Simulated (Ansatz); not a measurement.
# AlBFH3: the cost of one run

Program: Ansatz 0.2.0, Gaussian basis. Level of theory: single points in def2-TZVPP. These are calculated values, not measurements.

Correlated methods freeze the cores.

1 further run of the same task is left out (it didn't finish).

## (1) The starting structure

SMILES `[BH2][AlH][F]`, 6 atoms, charge 0, spin multiplicity 1.

Atoms are counted from 1 here; the program's logs count them from 0.

Bond lengths: B1–Al2 2.155 Å, B1–H4 1.179 Å, B1–H5 1.182 Å, Al2–F3 1.670 Å, Al2–H6 1.642 Å. Angles: Al2–B1–H4 125.6°, Al2–B1–H5 118.5°, H4–B1–H5 115.8°, B1–Al2–F3 120.5°, B1–Al2–H6 129.1°, F3–Al2–H6 110.0°.

As a file:

| atom | x (Å) | y (Å) | z (Å) |
| --- | --- | --- | --- |
| B1 | -0.8435 | 0.4310 | -0.7182 |
| Al2 | 0.7022 | -0.3045 | 0.5906 |
| F3 | 0.7135 | -1.9028 | 1.0737 |
| H4 | -1.7660 | -0.1915 | -1.1086 |
| H5 | -0.8019 | 1.5613 | -1.0618 |
| H6 | 2.0713 | 0.4455 | 1.0985 |

## (2) PBE-D4/def2-TZVPP

Contents of run/in.yaml:

```yaml
crystal:
  periodic: [false, false, false]
  atoms:
    - {symbol: B, position_ang: [-0.843479, 0.431012, -0.718183]}
    - {symbol: Al, position_ang: [0.702227, -0.304531, 0.590558]}
    - {symbol: F, position_ang: [0.713545, -1.902831, 1.073684]}
    - {symbol: H, position_ang: [-1.765984, -0.191496, -1.108606]}
    - {symbol: H, position_ang: [-0.801902, 1.561257, -1.061820]}
    - {symbol: H, position_ang: [2.071330, 0.445524, 1.098488]}
basis:
  gaussian: {orbitals: def2-TZVPP}
hamiltonian: {xc: pbe, dispersion: d4}
output: {forces: true}
```

The run is started by

```console
$ ansatz run in.yaml --threads 2 --pin off --events-out ev --progress --plain --max-ram 3481MiB
```

What time and memory should one allow on 2 threads of Arm Neoverse V2, shared host?

About 1.2 s, with a peak of 0.13 GiB.
